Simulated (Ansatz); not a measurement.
Ansatz (a first-principles code) input:

Ansatz 0.2 input:
```yaml
crystal:
  periodic: [false, false, false]
  atoms:
    - {symbol: C, position_ang: [0.00000000, 0.00000000, 0.00000000]}
    - {symbol: F, position_ang: [0.76292155, 0.76566412, 0.76815773]}
    - {symbol: F, position_ang: [-0.78426309, -0.74930884, 0.76277441]}
    - {symbol: F, position_ang: [-0.74667016, 0.76533291, -0.78428715]}
    - {symbol: F, position_ang: [0.76801170, -0.78168819, -0.74664498]}
basis:
  gaussian:
    orbitals: aug-cc-pVTZ
hamiltonian:
  xc: hf
magnetization: {spin_polarized: true, initial_magnetization: 2}
```

### Question
Predict the final energy.

### Answer
-435.36902 Eh (HF/aug-cc-pVTZ). The basis has 230 functions.

This state (charge 0, triplet) is run at the relaxed geometry of the species with charge 0 and multiplicity 1, and is a spin state other than that species' own.
